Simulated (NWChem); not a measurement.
Molecule: chloromethane (CH₃Cl); SMILES CCl

Computed with NWChem. Geometry: optimised at PBE0/def2-SVP. Vertical excitations in the gas phase; the lowest state need not have the same character in each row.

For level Hartree-Fock/def2-TZVPD, CIS:

| Quantity | Value |
|---|---|
| lowest excitation, singlet (eV) | 8.14 |
| orbital gap (eV) | 13.79 |

Task: Estimate the same quantities for level Hartree-Fock/def2-SVPD, CIS.

Result: 
- lowest excitation, singlet (eV) = 8.39
- orbital gap (eV) = 14.57
